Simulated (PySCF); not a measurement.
Geometries of 2 isomers of [C6H9]+ (charge +1), from PySCF 2.14.0, PBE0-D3(BJ)/def2-SVP geometry optimisation, gas phase. One conformer each, no zero-point energy, no frequencies.

Question: Which isomer lies lower at this level?
A.
```xyz
15
angstrom
C     -2.469   -0.055    0.490
C     -1.275   -0.058   -0.450
C      0.031    0.003    0.206
C      0.778    0.073    1.350
C      1.414    0.030    0.142
C      2.646    0.043   -0.637
H     -2.450   -0.922    1.166
H     -3.399   -0.104   -0.091
H     -2.501    0.862    1.096
H     -1.297    0.786   -1.166
H     -1.250   -0.951   -1.102
H      0.828    0.121    2.440
H      3.472   -0.422   -0.080
H      2.509   -0.430   -1.618
H      2.919    1.100   -0.805
```
B.
```xyz
15
angstrom
C      2.967   -1.230   -1.015
C      1.878   -0.772   -0.704
C      0.650   -0.230   -0.343
C      0.612    1.080    0.306
C     -0.577   -0.993   -0.620
C     -1.906   -0.394   -0.215
H      3.929   -1.639   -1.292
H      0.110    0.960    1.286
H      1.593    1.551    0.429
H     -0.080    1.735   -0.257
H     -0.412   -1.999   -0.175
H     -0.537   -1.239   -1.704
H     -1.969   -0.224    0.870
H     -2.715   -1.085   -0.485
H     -2.103    0.558   -0.729
```

Answer: A. That is `CCC1=C[C+]1C`, 30.6 kcal/mol below the other.

```tsv
SMILES	atoms numbered as above	E (Eh)	relative (kcal/mol)	relative (kJ/mol)	dipole about centre of mass (D)
CCc1c[c+]1C	[CH3:1][CH2:2][c:3]1[cH:4][c+:5]1[CH3:6]	-233.28546	0.0	0.0	2.19
C#C[C+](C)CC	[CH:1]#[C:2][C+:3]([CH3:4])[CH2:5][CH3:6]	-233.23670	30.6	128.0	1.47
```

As drawn, the lower has a three-membered ring, which the higher lacks.
